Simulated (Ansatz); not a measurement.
CH3Al (SMILES C[Al]): the energy to break a bond

CH3Al: 5 atoms, total charge 0, spin state singlet. SMILES: `C[Al]`. Geometry: optimised at wB97X-V/def2-SVP.

```xyz
5

C    -0.1279   -0.0561    0.0527
Al    1.5812    0.6929   -0.6507
H    -0.2328   -1.1359   -0.1729
H    -0.2070    0.0501    1.1528
H    -1.0134    0.4489   -0.3819
```

Wanted: the dissociation energy of the Al2–C1 bond into doublet Al and doublet CH3 (shapes relaxed at wB97X-V/def2-SVP, no zero-point term). 1 Eh = 2625.50 kJ/mol = 27.2114 eV. Totals in Eh; open shells run unrestricted unless said.

```tsv
level	program	CH3Al	doublet Al	doublet CH3
PBE/def2-TZVPP	Ansatz	-282.130678	-242.227635	-39.789008
wB97M-V/def2-TZVPP	Ansatz	-282.285693	-242.347410	-39.818567
MP2/def2-TZVPP, 6 core orbitals frozen	Ansatz	-281.761965	-241.909988	-39.735734
```

Problem. Work out the dissociation energy at each level.

Solution. 
1. PBE/def2-TZVPP: (-242.227635) + (-39.789008) − (-282.130678) = 0.114035 Eh = 299.4 kJ/mol = 3.10 eV.
2. wB97M-V/def2-TZVPP: (-242.347410) + (-39.818567) − (-282.285693) = 0.119716 Eh = 314.3 kJ/mol = 3.26 eV.
3. MP2/def2-TZVPP: (-241.909988) + (-39.735734) − (-281.761965) = 0.116243 Eh = 305.2 kJ/mol = 3.16 eV.

The levels span 299 to 314 kJ/mol; no measured value is set beside them. A bond enthalpy at 298 K also holds the loss of zero-point energy and thermal terms.
